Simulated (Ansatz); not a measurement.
One change: `CC1=C(F)C1` becomes `COC1=C(F)C1`.

Ansatz, PBE0-D4/def2-TZVP geometries, multiplicity 1. Each molecule was computed in one conformer, which needn't be the lowest.

| property | `CC1=C(F)C1` |
| --- | --- |
| LUMO energy (B3LYP/def2-TZVPP) / eV | 0.70 |
| LUMO energy (ωB97M-V/def2-TZVPP) / eV | 2.64 |
| HOMO–LUMO gap (B3LYP/def2-TZVPP) / eV | 7.37 |
| HOMO energy (PBE0/def2-TZVPP) / eV | -6.86 |
| HOMO–LUMO gap (PBE0/def2-TZVPP) / eV | 7.83 |
| size of the dipole moment (B3LYP/def2-TZVPP) / D | 1.72 |

(1) What does the change do to each property? (An estimate is asked.)

Results:

(1) Ansatz gave: 
```
                                        property  `COC1=C(F)C1`  shift
             LUMO energy (B3LYP/def2-TZVPP) / eV           0.68  -0.02
           LUMO energy (ωB97M-V/def2-TZVPP) / eV           2.51  -0.13
           HOMO–LUMO gap (B3LYP/def2-TZVPP) / eV           6.90  -0.47
              HOMO energy (PBE0/def2-TZVPP) / eV          -6.42   0.44
            HOMO–LUMO gap (PBE0/def2-TZVPP) / eV           7.46  -0.37
size of the dipole moment (B3LYP/def2-TZVPP) / D           2.67   0.95
```

With PBE0 the HOMO rises by 0.44 eV and the LUMO rises by 0.07 eV, so the gap narrows by about 0.37 eV. PBE moves the HOMO by 0.48 eV and ωB97M-V by 0.44 eV. Dipoles are sizes alone; their direction can turn.

B3LYP here is the variant with VWN-RPA as its local correlation; programs differ in this.
